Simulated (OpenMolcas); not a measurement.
# doublet BH2Cl+ at 6 levels

Wanted: a comparison of 6 runs (UHF/STO-3G, U-revPBE/def2-TZVP, UB3LYP/def2-TZVP, UBHLYP/def2-TZVP, UM06-L/def2-TZVP, ROCCSD(T)/def2-TZVP) of doublet BH2Cl+. 

Program for the calculation: OpenMolcas 26.06.

**1. The molecule**

The species is BH2Cl+ (4 atoms), meant as a doublet with charge +1. SMILES of the parent species: `BCl`. The coordinates come from a PBE0-D4/def2-TZVP relaxation. That shape belongs to the parent species and isn't relaxed for this state.

Bond lengths: B1–Cl2 1.733 Å, B1–H3 1.190 Å, B1–H4 1.190 Å. Angles: Cl2–B1–H3 118.1°, Cl2–B1–H4 118.1°, H3–B1–H4 123.7°.

**2. A single-point energy at UHF/STO-3G (run 1)**

Contents of calc.inp:

```
&GATEWAY
BasLib=$CurrDir
Coord
4
angstrom
B       -0.116700       0.021700      -0.075300
Cl       1.365000      -0.395300       0.721200
H       -1.106200      -0.559500       0.240400
H       -0.086600       0.872800      -0.906600
Basis=STO-3G
Group=NoSym
&SEWARD
&SCF
UHF
Charge=1
Spin=2
Thresholds=1e-10 1e-07 1e-07 1e-05
PrOrbitals=0
```

The basis set STO-3G is read from a file made from the Basis Set Exchange's data (not shown).

Launch:

```sh
$ export MOLCAS_MEM=1860
$ pymolcas calc.inp > calc.log
```

What it wrote:

```text
--- Start Module: gateway ---
[...]
--- Stop Module: gateway /rc=_RC_ALL_IS_WELL_ ---
--- Start Module: seward ---
[...]
      Basis functions           16
--- Stop Module: seward /rc=_RC_ALL_IS_WELL_ ---
[...]
--- Start Module: scf ---
[...]
       Convergence after  20 Iterations
[...]
::    Total SCF energy                               -479.7592845238
[...]
      Total spin, S                                     0.5018541586
[...]
      Total electronic charge=   23.000000
      Total            charge=    1.000000
[...]
      Dipole Moment (debye):
      Origin of the operator (angstrom)=    0.9427   -0.2765    0.4942
                   X= -1.8236E+00               Y=  5.1316E-01               Z= -9.8026E-01           Total=  2.1331E+00
      Center of Charge (angstrom)
[...]
--- Stop Module: scf /rc=_RC_ALL_IS_WELL_ ---
[...]
```

Run time: 3 s. Hardware: 1 thread of AMD EPYC 7R43 (Zen 3), shared host; peak memory 0.37 GiB.

**3. A single-point energy at U-revPBE/def2-TZVP (run 2)**

Contents of coord.xyz:

```xyz
4

B     -0.116700     0.021700    -0.075300
Cl     1.365000    -0.395300     0.721200
H     -1.106200    -0.559500     0.240400
H     -0.086600     0.872800    -0.906600
```

Contents of test.input:

```
&GATEWAY
 BASLIB=$CurrDir
 COORD=coord.xyz
 BASIS=def2-TZVP
 GROUP=NoSym

&SEWARD
 GRIDINPUT
 Grid=UltraFine
 End of Grid

&SCF
 UHF
 CHARGE=1
 SPIN=2
 KSDFT=revPBE
 THRESHOLDS=1e-10 1e-07 1e-07 1e-05
 PRORBITALS=1 1
```

The basis set def2-TZVP is read from a file made from the Basis Set Exchange's data (not shown).

Launch:

```sh
$ export MOLCAS_MEM=1860
$ pymolcas test.input > test.log
```

What it wrote:

```text
--- Start Module: gateway ---
[...]
--- Stop Module: gateway /rc=_RC_ALL_IS_WELL_ ---
--- Start Module: seward ---
[...]
      Basis functions           80
--- Stop Module: seward /rc=_RC_ALL_IS_WELL_ ---
[...]
--- Start Module: scf ---
[...]
       Convergence after  19 Iterations
[...]
::    Total KS-DFT energy                            -485.7897901635
[...]
      Total spin, S                                     0.5014784734
[...]
      Total electronic charge=   23.000000
      Total            charge=    1.000000
[...]
      Dipole Moment (debye):
      Origin of the operator (angstrom)=    0.9427   -0.2765    0.4942
                   X= -2.3528E+00               Y=  6.6200E-01               Z= -1.2646E+00           Total=  2.7519E+00
      Center of Charge (angstrom)
[...]
--- Stop Module: scf /rc=_RC_ALL_IS_WELL_ ---
[...]
```

It took 35 s on 1 thread of AMD EPYC 7R43 (Zen 3), shared host; peak memory 0.45 GiB.

**4. A single-point energy at UB3LYP/def2-TZVP (run 3)**

Contents of run.inp:

```
* BClH2 Kohn-Sham DFT
>>> EXPORT MOLCAS_PRINT=2

&GATEWAY
  BASLIB = $CurrDir
  COORD
  4
  angstrom
  B       -0.116700       0.021700      -0.075300
  Cl       1.365000      -0.395300       0.721200
  H       -1.106200      -0.559500       0.240400
  H       -0.086600       0.872800      -0.906600
  BASIS = def2-TZVP
  GROUP = NoSym

&SEWARD
  GRIDINPUT
  Grid=UltraFine
  End of Grid

&SCF
  UHF
  CHARGE = 1
  SPIN = 2
  KSDFT = B3LYP
  THRESHOLDS = 1e-10 1e-07 1e-07 1e-05
  PRORBITALS = 1 2
```

The basis set def2-TZVP is read from a file made from the Basis Set Exchange's data (not shown).

Launch:

```sh
$ export MOLCAS_MEM=1860
$ pymolcas run.inp > run.log
```

What it wrote:

```text
--- Start Module: gateway ---
[...]
--- Stop Module: gateway /rc=_RC_ALL_IS_WELL_ ---
--- Start Module: seward ---
[...]
      Basis functions           80
--- Stop Module: seward /rc=_RC_ALL_IS_WELL_ ---
[...]
--- Start Module: scf ---
[...]
       Convergence after  17 Iterations
[...]
::    Total KS-DFT energy                            -485.8947539732
[...]
      Total spin, S                                     0.5024911075
[...]
      Total electronic charge=   23.000000
      Total            charge=    1.000000
[...]
      Dipole Moment (debye):
      Origin of the operator (angstrom)=    0.9427   -0.2765    0.4942
                   X= -2.2528E+00               Y=  6.3386E-01               Z= -1.2109E+00           Total=  2.6350E+00
      Center of Charge (angstrom)
[...]
--- Stop Module: scf /rc=_RC_ALL_IS_WELL_ ---
[...]
```

Wall time 32 s (1 thread of AMD EPYC 7R43 (Zen 3), shared host); peak memory 0.45 GiB.

Runs 4 to 5 aren't shown in full; the table further down has their settings and results.

**5. The energy at ROCCSD(T)/def2-TZVP (run 6)**

Contents of run.inp:

```
* BClH2 CCSD(T)
&gateway
baslib=$CurrDir
coord
4
angstrom
B       -0.116700       0.021700      -0.075300
Cl       1.365000      -0.395300       0.721200
H       -1.106200      -0.559500       0.240400
H       -0.086600       0.872800      -0.906600
basis=def2-TZVP
group=NoSym
&seward
&scf
uhf
charge=1
spin=2
thresholds=1e-10 1e-07 1e-07 1e-05
prorbitals=0
&rasscf
fileorb=$Project.UnaOrb
spin=2
nactel=1 0 0
inactive=11
ras2=1
outorbitals=Canonical
orblisting=Nothing
&motra
jobiph
frozen=6
&ccsdt
cct
triples=3
iterations=80
accuracy=1e-08
extrapolation=5 4
```

The basis set def2-TZVP is read from a file made from the Basis Set Exchange's data (not shown).

Launch:

```sh
$ export MOLCAS_MEM=1860
$ pymolcas run.inp > run.log
```

What it wrote:

```text
--- Start Module: gateway ---
[...]
--- Stop Module: gateway /rc=_RC_ALL_IS_WELL_ ---
[...]
      Basis functions           80
[...]
       Convergence after  22 Iterations
[...]
::    Total SCF energy                               -484.9968485272
[...]
      Total spin, S                                     0.5075875135
[...]
      Number of active orbitals                  1
[...]
      Spin quantum number                      0.5
[...]
      Active orbitals                            1
[...]
      Number of CSFs                             1
[...]
      Number of root(s) required                 1
[...]
      Convergence after  9 iterations
[...]
      printout of CI-coefficients larger than  0.05 for root  1
      energy=    -484.990279
      conf/sym  1     Coeff  Weight
             1  u   1.00000 1.00000
      Natural orbitals and occupation numbers for root  1
      sym 1:   1.000000
      ************************************************************************************************************************
      *                                                    Final results                                                     *
[...]
::    RASSCF root number  1 Total energy:   -484.99027915
[...]
      Total electronic charge=   23.000000
      Total            charge=    1.000000
[...]
      Dipole Moment (debye):
      Origin of the operator (angstrom)=    0.9427   -0.2765    0.4942
                   X= -1.1414E+00               Y=  3.2123E-01               Z= -6.1359E-01           Total=  1.3351E+00
      Center of Charge (angstrom)
[...]
--- Start Module: motra ---
[...]
--- Start Module: ccsdt ---
[...]
      Convergence after                    19  Iterations
      Total energy (diff) :    -485.28659396      -0.00000001
[...]
 METHOD                       : CCSD+T(CCSD)+<T3(1)WT1>+<T3(1)UT2> = CCSD(T)
[...]
       CCSD     =      -485.2865939580572
[...]
```

Wall time 35 s (1 thread of AMD EPYC 7R43 (Zen 3), shared host); peak memory 0.45 GiB.

**6. All runs side by side**

```csv
run,level,integration grid,frozen core orbitals,energy (Eh),HOMO energy (eV),LUMO energy (eV),⟨S²⟩,wall time
1,UHF/STO-3G,–,–,-479.759285,-21.11,-9.46,0.754,3 s
2,U-revPBE/def2-TZVP,UltraFine,–,-485.789790,-16.02,-14.82,0.753,35 s
3,UB3LYP/def2-TZVP,UltraFine,–,-485.894754,-17.32,-14.24,0.755,32 s
4,UBHLYP/def2-TZVP,UltraFine,–,-485.856707,-18.99,-12.91,0.759,36 s
5,UM06-L/def2-TZVP,UltraFine,–,-485.868302,-16.31,-14.86,0.755,45 s
6,ROCCSD(T)/def2-TZVP,–,6,-485.298603,–,–,–,35 s
```

**7. What came out**

| quantity | value |
| --- | --- |
| run 6: total energy | -485.29860 Eh |
| run 6: (T) correction | -12.01 mEh |

**Reading.** Totals of different functionals can't be ranked against each other. In run 1 the basis is minimal, so the values are rough. All runs together took 3.1 min, the longest 45 s.
